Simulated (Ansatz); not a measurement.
C$_{3}$H$_{7}$NO, SMILES `CCC(N)=O`, charge 0, multiplicity 1.

Question: Give a relaxed structure at PBE0-D4/def2-TZVP (the Gaussian-basis code of Ansatz). (An estimate is asked.)

Answer: Ansatz gave: 
Z-matrix (Å, degrees):
```
C
C 1 1.515
H 1 1.091 2 111.0
H 1 1.092 2 110.7 3 120.4
H 1 1.090 2 110.5 3 -119.0
C 2 1.516 1 112.5 3 63.8
H 2 1.095 1 111.2 3 -59.4
H 2 1.097 1 110.4 3 -176.9
O 6 1.212 2 123.0 1 19.0
N 6 1.358 2 114.9 1 -162.0
H 10 1.005 6 118.5 2 -175.9
H 10 1.003 6 122.1 2 -0.6
```
This is one stationary point; other conformers may exist.
